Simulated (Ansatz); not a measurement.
Strength of the Mg–H bond: MgH(CH3) → CH3Mg + H

Species: MgH(CH3), singlet; CH3Mg `[CH3][Mg]`, doublet; H atom, doublet. 

Shapes, held fixed at every level: PBE0-D4/def2-TZVP. Programs: Ansatz 0.2.0. The zero-point and thermal change to 298 K, harmonic and unscaled (PBE0-D4/def2-TZVP), is -10.3 kJ/mol.

```json
{"level": "HF/def2-TZVPP", "kind": "Hartree–Fock", "ΔH(298 K) (kJ/mol)": "+204.9", "less CCSD(T)/def2-TZVPP": "-84.0"}
{"level": "SPW92/def2-TZVPP", "kind": "LDA", "ΔH(298 K) (kJ/mol)": "+301.8", "less CCSD(T)/def2-TZVPP": "+12.9"}
{"level": "PBE-D4/def2-TZVPP", "kind": "GGA", "ΔH(298 K) (kJ/mol)": "+270.1", "less CCSD(T)/def2-TZVPP": "-18.8"}
{"level": "wB97X-V/def2-TZVPP", "kind": "range-separated hybrid", "ΔH(298 K) (kJ/mol)": "+298.0", "less CCSD(T)/def2-TZVPP": "+9.1"}
{"level": "B2PLYP/def2-TZVPP", "kind": "double hybrid", "ΔH(298 K) (kJ/mol)": "+286.3", "less CCSD(T)/def2-TZVPP": "-2.6"}
{"level": "CCSD/def2-TZVPP", "kind": "coupled cluster or CI", "ΔH(298 K) (kJ/mol)": "+289.1", "less CCSD(T)/def2-TZVPP": "+0.2"}
{"level": "CCSD(T)/def2-TZVPP", "kind": "coupled cluster or CI", "ΔH(298 K) (kJ/mol)": "+288.9", "less CCSD(T)/def2-TZVPP": "0.0"}
```

The highest level, CCSD(T)/def2-TZVPP, gives ΔH(298 K) = +288.9 kJ/mol; the levels span +204.9 to +301.8. The column of differences is taken from that level and isn't an error. Hartree–Fock misses the correlation of the pair that is broken and comes out low. No measured value is set beside it here. Open shells run unrestricted unless RO is named. Correlated rows may include outer-core shells of Mg, which these sets cover unevenly.
